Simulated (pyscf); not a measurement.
`[BH2][NH][CH3]` -> `[BH]=[NH]` + `[CH4]`, an elimination (singlet surface; B–H, C–N broken, C–H formed). Optimised with ωB97X-D3(BJ)/def2-SVP in PySCF. Correlated levels are frozen-core, on RHF or UHF. ΔMP2 is the change of the MP2 total energy from the triple- to the quadruple-zeta basis. Energies in kcal/mol from the reactant's lowest minimum found.

Small-basis levels: PySCF, no dispersion term, spherical d functions. 

**Question.** Quick HF/STO-3G single points give ΔE‡ = 209.1 kcal/mol and ΔE = +38.3 kcal/mol. What does CCSD(T)/def2-TZVPP + ΔMP2(QZVPP) give, and how far is the quick result from it?

**Answer.** CCSD(T)/def2-TZVPP + ΔMP2(QZVPP) gives ΔE‡ = 107.0 kcal/mol and ΔE = +14.5 kcal/mol. HF/STO-3G lies 102.1 kcal/mol over it in the barrier and 23.8 kcal/mol over it in the reaction energy, so on this step it does not hold to within 3.0 kcal/mol. CCSD(T)/def2-TZVPP + ΔMP2(QZVPP) has limits of its own. On the reactant side the descent ends in a point that may be a rotor saddle (no frequency run), 1.5 kcal/mol over the lowest minimum found and 116.5 kcal/mol under the saddle at ωB97X-D3(BJ)/def2-TZVP. At ωB97X-D3(BJ)/def2-TZVP the barrier from the zero used here is 118.0 kcal/mol. The same reactants have a lower exit, to [H₂B–NH]• + CH₃• (no saddle counted: cutting one bond costs +101.3 kcal/mol at ωB97M-D3(BJ)/def2-TZVP, against +113.6 kcal/mol here). H₂B–NH–CH₃ lies 17.9 kcal/mol over its isomer H₃C–BH–NH₂ (electronic energy, ωB97M-D3(BJ)/def2-TZVP). One saddle was located; it need not be the lowest between these sides. A restricted solution here is unstable towards spin polarisation, so biradical character is likely and single-reference numbers are less safe. The CCSD(T) − MP2 part came from Ansatz, without density fitting, on the same reference. The largest closed-shell T1 diagnostic is 0.046, which may signal static correlation.
